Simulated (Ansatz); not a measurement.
BF3 (SMILES FB(F)F) moved off its minimum; all values from Ansatz (a program for electronic structure), cores frozen in correlated methods.
(charge 0, multiplicity 1)
```xyz
4

B     -0.0368    -0.0104    -0.0227
F     -1.0470    -0.6952    -0.0853
F      0.0622     1.2537    -0.5402
F      1.0865    -0.4362     0.4381
```

```json
[
 {"level": "HF/def2-TZVPP", "largest force (eV/Å)": "6.77", "on atom": "B1", "rms difference from CCSD(T)/aug-cc-pVTZ (eV/Å)": "0.579", "dipole (D)": "0.94"},
 {"level": "PBE/def2-TZVPP", "largest force (eV/Å)": "6.49", "on atom": "B1", "rms difference from CCSD(T)/aug-cc-pVTZ (eV/Å)": "0.259", "dipole (D)": "0.83"},
 {"level": "r2SCAN/def2-TZVPP", "largest force (eV/Å)": "6.54", "on atom": "B1", "rms difference from CCSD(T)/aug-cc-pVTZ (eV/Å)": "0.061", "dipole (D)": "0.86"},
 {"level": "B3LYP/def2-TZVPP", "largest force (eV/Å)": "6.49", "on atom": "B1", "rms difference from CCSD(T)/aug-cc-pVTZ (eV/Å)": "0.063", "dipole (D)": "0.86"},
 {"level": "wB97M-V/def2-TZVPP", "largest force (eV/Å)": "6.56", "on atom": "B1", "rms difference from CCSD(T)/aug-cc-pVTZ (eV/Å)": "0.038", "dipole (D)": "0.87"},
 {"level": "MP2/aug-cc-pVTZ", "largest force (eV/Å)": "6.65", "on atom": "B1", "rms difference from CCSD(T)/aug-cc-pVTZ (eV/Å)": "0.048", "dipole (D)": "0.87"},
 {"level": "CCSD(T)/aug-cc-pVTZ", "largest force (eV/Å)": "6.67", "on atom": "B1", "rms difference from CCSD(T)/aug-cc-pVTZ (eV/Å)": "0.000", "dipole (D)": "0.87"}
]
```

The differences count from one level among others, with limits of its own. Forces at CCSD(T)/aug-cc-pVTZ (eV/Å):

| atom | Fx | Fy | Fz |
|---|---|---|---|
| B1 | 4.098 | 5.081 | -1.350 |
| F2 | -4.617 | -2.775 | -0.175 |
| F3 | -0.865 | -1.235 | 0.502 |
| F4 | 1.384 | -1.070 | 1.022 |
